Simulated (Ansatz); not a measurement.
# C₃H₅N: small, medium and large basis sets

The task here is to estimate one member of a computed series from the others.

Computed with Ansatz 0.2.0, Gaussian basis. Level: one geometry, several basis sets.

Levels to be run: PBE0-D4/def2-SVP; ωB97M-V/def2-SVP; PBE0-D4/def2-QZVPP; ωB97M-V/def2-QZVPP; the functionals' def2-TZVPP values are taken from earlier runs.

### The geometry

An earlier PBE0-D4 in a triple-zeta def2 set relaxation fixed the geometry.

SMILES `C=C=CN`, 9 atoms, charge 0, spin multiplicity 1.

Atoms are counted from 1 here; the program's logs count them from 0.

Bond lengths: C1–C2 1.302 Å, C1–H5 1.088 Å, C1–H6 1.088 Å, C2–C3 1.307 Å, C3–N4 1.398 Å, C3–H7 1.087 Å, N4–H8 1.009 Å, N4–H9 1.009 Å. Angles: C2–C1–H5 121.8°, C2–C1–H6 121.7°, H5–C1–H6 116.5°, C1–C2–C3 177.9°, C2–C3–N4 126.6°, C2–C3–H7 118.7°, N4–C3–H7 114.5°, C3–N4–H8 113.3°, C3–N4–H9 113.5°, H8–N4–H9 110.8°.

Set-up of the first run:

in.yaml

```yaml
crystal:
  periodic: [false, false, false]
  atoms:
    - {symbol: C, position_ang: [-0.304687, 1.601408, -0.924785]}
    - {symbol: C, position_ang: [0.123506, 0.491196, -0.397384]}
    - {symbol: C, position_ang: [0.585366, -0.598931, 0.156418]}
    - {symbol: N, position_ang: [-0.014511, -1.329601, 1.186898]}
    - {symbol: H, position_ang: [-0.889198, 1.611742, -1.842037]}
    - {symbol: H, position_ang: [-0.095251, 2.567967, -0.471186]}
    - {symbol: H, position_ang: [1.563120, -0.964769, -0.146686]}
    - {symbol: H, position_ang: [0.106413, -2.326690, 1.091148]}
    - {symbol: H, position_ang: [-0.986259, -1.098522, 1.330614]}
basis:
  gaussian: {orbitals: def2-SVP}
hamiltonian: {xc: pbe0, dispersion: d4}
output: {orbitals: {seedname: orbitals}}
```

Run with:

```
> ansatz run in.yaml --threads 2 --pin off --events-out ev --progress --plain --max-ram 4352MiB
```

Among the steps run: PBE0-D4 in def2-SVP; ωB97M-V in def2-SVP; PBE0-D4 in def2-QZVPP; ωB97M-V in def2-QZVPP.

One of the session's tables, all rows but one given; the rest of the session is left out.

It belongs to the step «Density functionals: the series». 

| functional | basis | HOMO (eV) | LUMO (eV) |
| --- | --- | --- | --- |
| PBE0-D4 | def2-SVP | ? | ? |
| PBE0-D4 | def2-TZVPP | -6.02 | 0.12 |
| PBE0-D4 | def2-QZVPP | -6.06 | -0.03 |
| ωB97M-V | def2-SVP | -8.03 | 2.51 |
| ωB97M-V | def2-TZVPP | -8.22 | 2.00 |
| ωB97M-V | def2-QZVPP | -8.26 | 1.57 |

Q: Estimate the row for PBE0-D4, def2-SVP from the others.

**Answer.** HOMO (eV): -5.84; LUMO (eV): 0.42. In the column «HOMO (eV)» it is the highest.
